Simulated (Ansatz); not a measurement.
# C3H4F2: ladder of methods at one geometry from a Python script

How do the methods compare on C3H4F2, in result and in cost? A script is to give a ladder of methods at one geometry; the system is C3H4F2. SMILES: F[C@@H]1C[C@H]1F.

Computed with Ansatz 0.2.0 through its Python package. The levels of theory stand in the script.

**1. Starting point**

Bond lengths: F1–C2 1.383 Å, C2–C3 1.519 Å, C2–C4 1.515 Å, C3–C4 1.519 Å, C4–F5 1.383 Å, C2–H6 1.111 Å, C3–H7 1.111 Å, C3–H8 1.111 Å, C4–H9 1.110 Å. Angles (14 of 18 angles, heavy atoms first): F1–C2–C3 113.4°, F1–C2–C4 113.4°, C3–C2–C4 60.1°, C2–C3–C4 59.8°, C2–C4–C3 60.1°, C2–C4–F5 113.4°, C3–C4–F5 113.4°, F1–C2–H6 121.1°, C3–C2–H6 116.7°, C4–C2–H6 117.3°, C2–C3–H7 114.7°, C2–C3–H8 114.2°, C4–C3–H7 114.2°, C4–C3–H8 114.7°.

The script holds or builds the structure itself.

**2. The code**

The input, c3h4f2.py:

```python
"""One geometry of C3H4F2, method by method."""

from pathlib import Path

import ansatz
from ase import Atoms
import numpy as np


def main() -> None:
    atoms = Atoms(["F", "C", "C", "C", "F", "H", "H", "H", "H"], positions=[
        (-0.2516, 1.7989, -0.6852),
        (-0.1339, 0.8116, 0.2765),
        (0.8376, -0.2913, -0.1063),
        (-0.6598, -0.5355, -0.1758),
        (-1.1384, -1.3155, 0.8616),
        (-0.2152, 1.0523, 1.3576),
        (1.3244, -0.1588, -1.0958),
        (1.3469, -0.7702, 0.7567),
        (-1.11, -0.5914, -1.1894),
    ])
    system = ansatz.Crystal.molecule_from_ase(atoms)

    calculation = system.calculation().basis(gaussian="def2-SVP")

    print("functional    E (Ha)        dipole (D)   HOMO (eV)  LUMO (eV)")
    for name in ["lda", "pbe0", "blyp", "hf", "b3lyp"]:
        summary = calculation.functional(name).forces().orbitals().run(threads=1, pin="off", runs_dir="runs").report
        lines = Path(summary["orbitals_path"]).read_text().splitlines()
        field_of = lambda key: [line.split("=")[1].strip() for line in lines if line.startswith(key)]
        orbitals = [(27.211386 * float(e), s, float(n)) for e, s, n in zip(field_of("Ene="), field_of("Spin="), field_of("Occup="))]
        homo = max(e for e, _, n in orbitals if n > 0.5)
        lumo = min(e for e, _, n in orbitals if n < 0.5)
        dipole = 4.803205 * np.linalg.norm(summary["charge_distribution"]["dipole_moment_e_ang"])
        print(f"{name:10s} {summary['free_energy_ev'] / 27.211386246:14.6f} {dipole:9.3f} {homo:11.3f} {lumo:10.3f}")


if __name__ == "__main__":
    main()
```

**3. What the engine is handed**

The package turns the script's settings into the engine's input (first run):

```yaml
crystal:
  periodic: [false, false, false]
  atoms:
    - { symbol: F, position_ang: [-0.2516, 1.7989, -0.6852] }
    - { symbol: C, position_ang: [-0.1339, 0.8116, 0.2765] }
    - { symbol: C, position_ang: [0.8376, -0.2913, -0.1063] }
    - { symbol: C, position_ang: [-0.6598, -0.5355, -0.1758] }
    - { symbol: F, position_ang: [-1.1384, -1.3155, 0.8616] }
    - { symbol: H, position_ang: [-0.2152, 1.0523, 1.3576] }
    - { symbol: H, position_ang: [1.3244, -0.1588, -1.0958] }
    - { symbol: H, position_ang: [1.3469, -0.7702, 0.7567] }
    - { symbol: H, position_ang: [-1.11, -0.5914, -1.1894] }
basis:
  gaussian:
    orbitals: def2-SVP
hamiltonian:
  xc: lda
output:
  orbitals: {}
  forces: true
```

**4. The run**

The run is started by

```bash
$ python c3h4f2.py
```

The program printed:

```text
functional    E (Ha)        dipole (D)   HOMO (eV)  LUMO (eV)
lda           -313.760103     0.860      -6.567      0.417
pbe0          -315.784213     0.915      -8.069      1.645
blyp          -316.030266     0.806      -6.288      0.737
hf            -314.495741     1.088     -11.810      5.008
b3lyp         -316.108753     0.892      -7.783      1.379
```

It took 12 s on 1 thread of Arm Neoverse V1, shared host; peak memory 0.24 GiB.

**5. Inputs of later runs**

The engine's inputs for some of the other runs:

Run 2, against run 1:

```diff
@@ -17 +17 @@
-  xc: lda
+  xc: pbe0
```

Run 4, against run 1:

```diff
@@ -17 +17 @@
-  xc: lda
+  xc: hf
```

Run 5, against run 1:

```diff
@@ -17 +17 @@
-  xc: lda
+  xc: b3lyp
```

Lines on the test bed's own set-up are left out of the output.

**6. What each run gave**

The 5 runs, in the order started:

```
run  functional  energy (eV)  SCF cycles  CPU time (s)
  1         lda   -8537.8473          17           1.4
  2        pbe0   -8592.9262          15           3.1
  3        blyp   -8599.6216          17           2.4
  4          hf   -8557.8651          12           1.2
  5       b3lyp   -8601.7574          16           3.2
```

Totals hang on method, basis and potentials, so only like runs compare.

The fields below are those of run 1.

**7. Pictures from the orbitals**

Orbitals, density, ELF and potential are computed afterwards from the orbital file.

Frontier orbitals at LDA/def2-SVP, with the share of their density that lies nearest to each atom:

| orbital | energy (eV) | lies on |
| --- | --- | --- |
| HOMO | -6.57 | C2, C4 about 22 % each; F1, F5 about 19 % each; C3 7 % |
| LUMO | 0.42 | C2, C4 about 14 % each; 4 H atoms about 12 % each; F1, F5 about 9 % each |

ELF in a plane through or near 2 of the atoms.

Values, 10 rows by 14 columns:
```
0.00 0.00 0.00 0.00 0.00 0.00 0.00 0.00 0.00 0.00 0.00 0.00 0.00 0.00
0.00 0.00 0.00 0.00 0.00 0.00 0.00 0.00 0.00 0.00 0.00 0.00 0.00 0.00
0.00 0.00 0.00 0.04 0.13 0.02 0.01 0.07 0.03 0.01 0.00 0.00 0.00 0.00
0.00 0.00 0.11 0.53 0.80 0.35 0.09 0.48 0.31 0.10 0.27 0.09 0.00 0.00
0.00 0.00 0.28 0.81 0.63 0.67 0.39 0.50 0.22 0.45 0.42 0.27 0.01 0.00
0.00 0.00 0.08 0.45 0.50 0.15 0.35 0.75 0.82 0.43 0.06 0.02 0.00 0.00
0.00 0.00 0.00 0.00 0.02 0.71 0.91 0.65 0.62 0.29 0.02 0.00 0.00 0.00
0.00 0.00 0.00 0.00 0.08 0.80 0.94 0.59 0.18 0.06 0.00 0.00 0.00 0.00
0.00 0.00 0.00 0.00 0.00 0.14 0.24 0.08 0.03 0.01 0.00 0.00 0.00 0.00
0.00 0.00 0.00 0.00 0.00 0.00 0.00 0.00 0.00 0.00 0.00 0.00 0.00 0.00
```
The map spans 8.7 Å across and 8.0 Å up, centred on the molecule. Atoms in the plane (x, y in Å): F1 (-1.7, 0.7), C4 (0.7, 0.4).

On the surface of density 0.002 e/bohr³ the electrostatic potential runs, from the 1st to the 99th percentile, from -0.80 V near F5 to 1.14 V near H9.

**8. Outcome**

| quantity | value |
| --- | --- |
| runs compared | 5 |
| HOMO-LUMO gap of the mean field (LDA/def2-SVP) | 6.98 eV |

What this shows: All 5 runs converged (12 to 17 cycles). Notes:
- The geometry is a force-field or estimated start, not a minimum of this method, and the basis set is short of its limit. A lower total doesn't mark the better method: functionals have no common bound, and MP2 and coupled cluster aren't variational.
- b3lyp holds the VWN-RPA fit, as in Gaussian; the form of ORCA and Turbomole is b3lyp5.
- Levels such as HOMO and LUMO are orbital energies: with these approximate functionals they aren't the ionisation energy and electron affinity, and their gap isn't the fundamental gap.
